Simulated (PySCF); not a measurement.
# C3H3ClO: the cost of one run

Computed with PySCF 2.14.0 and routines of our own; the level stands in each step. Atoms count from 0.

### 1 The starting structure

8 atoms, charge 0, multiplicity 1; geometry from: GFN2-xTB.

### 2 Relaxing the molecule at PBE0-D3(BJ)/def2-SVP

What the job is given:

```
{"job": {"xc": "PBE0", "basis": "def2-SVP", "d3": "d3bj", "grid": 1, "kind": "geom"}, "charge": 0, "multiplicity": 1}
O      2.527755    -0.829343     0.157864
C      1.542803    -0.223714     0.073863
C      0.457103     0.470088    -0.085001
C     -0.900857    -0.125202    -0.195550
Cl    -1.749488    -0.116220     1.407204
H      0.529235     1.543495    -0.010040
H     -1.532408     0.456578    -0.863617
H     -0.865086    -1.166270    -0.509289
```

The run is started by

```
$ OMP_NUM_THREADS=1 python excited_run.py task.json out
```

The driver reads the jobs from task.json and runs them one after another.

Q: Estimate the wall time and peak memory of this first job on 1 thread of AMD EPYC 9R45, shared host.

About 4.5 s, with a peak of 0.44 GiB.
